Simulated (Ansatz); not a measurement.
AsH, triplet in aug-cc-pVTZ: errors against UCCSDT(Q)

Geometry: that of the AsH⁻, doublet, kept fixed.

| atom | x (Å) | y (Å) | z (Å) |
| --- | --- | --- | --- |
| As | 0.0000 | 0.0000 | 0.0000 |
| H | 0.0000 | 0.0000 | 1.5478 |

Basis aug-cc-pVTZ; Ansatz 0.2.0. Only valence electrons are correlated (noble-gas cores and the filled d shells of p-block atoms frozen), which leaves 6 electrons in 68 orbitals. Prefix R: restricted or restricted open-shell reference; prefix U: unrestricted. Active spaces: valence = (6e, 5o) chosen from the atoms' valence shells. No spin–orbit coupling is included, and no scalar relativity.

Full CI isn't at hand for all of this; UCCSDT(Q) serves as the reference, and is uncertain by the last step of the cluster series or more. The frozen core follows each run's orbitals, which can shift R against U totals by a few meV for light atoms and by up to 0.1 eV past Ca.

The UHF ⟨S²⟩ is 2.020. The T1 diagnostic (RCCSD) is 0.0198. The largest doubles amplitude (RCCSD) is 0.048 and the T1 diagnostic (UCCSD) is 0.0148.

```json
{"level": "UHF", "E − E(UCCSDT(Q)) (mEh)": "123.46", "wall time": "–"}
{"level": "UMP2", "E − E(UCCSDT(Q)) (mEh)": "25.57", "wall time": "–"}
{"level": "UCCSD", "E − E(UCCSDT(Q)) (mEh)": "4.84", "wall time": "–"}
{"level": "UCCSD(T)", "E − E(UCCSDT(Q)) (mEh)": "0.87", "wall time": "8.5 s"}
{"level": "UCCSDT", "E − E(UCCSDT(Q)) (mEh)": "0.11", "wall time": "–"}
```

Run but not shown, since their state, orbitals or frozen core can't be matched to the reference's or they repeat it: RHF, RMP2, RCCSD, RCCSD(T), BCCD(T), RCCSDT, RCCSDT(Q), CASSCF (valence space), NEVPT2 (valence space), MRCISD (valence space), MRCISD+Q (valence space), MRCISD+Q(relaxed) (valence space).

Times hold each run's SCF and search for its determinant on a shared host, so for small cases they say little of a method's own cost; they ran on 1 thread of Arm Neoverse V1. Some runs computed forces too.

Natural occupations of CASSCF (valence space) about the gap: 1.995 1.967 1.000 1.000 0.038; effectively unpaired electrons, Σ n²(2−n)², 2.01.
